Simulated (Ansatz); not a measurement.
# Isomers

Structures of BSiNH5 (charge -1), singlet, relaxed at PBE0-D4/def2-TZVPD (vibrations not checked; lower isomers may exist, and structures with a doubtful reference or unclear bonds are left out). Ansatz 0.2.0; basis: def2-TZVPPD; cores frozen in the correlated methods. B3LYP uses VWN-RPA correlation.

Problem. Rank them by CCSD(T) energy, lowest first, and give each one's height above the lowest. Links in brackets join atoms within 1.22 times the sum of their covalent radii (1.1 for two metals). (To be estimated.)
A.
BSiNH₅ ([BH][N][SiH4]), total charge -1
```
8
angstrom
N 0.0029 0.2061 -0.5308
B -0.4257 0.4616 -1.6731
Si 0.6627 -0.1852 1.2213
H 1.0036 1.2794 1.3919
H -0.8311 0.7036 -2.7544
H -0.7131 -0.6901 1.5990
H 1.6709 -1.1293 0.6027
H 1.2155 -0.5127 2.6884
```
B.
BSiNH₅ ([BH2][NH][SiH2]), total charge -1
```
8
angstrom
B -0.9428 0.6615 -0.5637
Si 0.9350 -1.0780 0.9679
N 0.2184 0.4240 0.1419
H -1.6708 -0.2481 -0.8789
H -1.2502 1.7986 -0.8723
H 0.7441 1.2543 0.3813
H -0.2034 -2.0357 0.5888
H 1.8571 -1.5429 -0.1836
```
C.
BSiNH₅ ([NH][BH][SiH3]), total charge -1
```
8
angstrom
N -1.6279 0.3948 -0.8899
B -0.2694 0.4088 -0.7832
Si 0.5944 -0.4345 0.8623
H -1.9375 0.8448 -1.7529
H 0.5370 0.8871 -1.5896
H -0.3304 -1.0373 1.8871
H 1.5714 -1.5575 0.5789
H 1.4624 0.4939 1.6873
```

Solution. Computed: B (0.0 kJ/mol), C (44.0 kJ/mol), A (90.9 kJ/mol). Heights count from the lowest.

Problem. Do PBE-D4, r2SCAN-D4, PBE0-D4, B3LYP-D4, wB97M-V, HF, MP2 give the same order? (A judgement: the text doesn't fix the answer.)

Solution. Computed: All do.

T1 diagnostic: at most 0.017.

For scale, one of the runs: CCSD(T)/def2-TZVPPD, 207 basis functions, launched by `ansatz run in.yaml --threads 2 --pin off --events-out ev --progress --plain --max-ram 4352MiB`. Hardware: 2 CPU threads of an Arm Neoverse V1, shared host. Wall time 50 s; peak host memory 2.6 GiB.
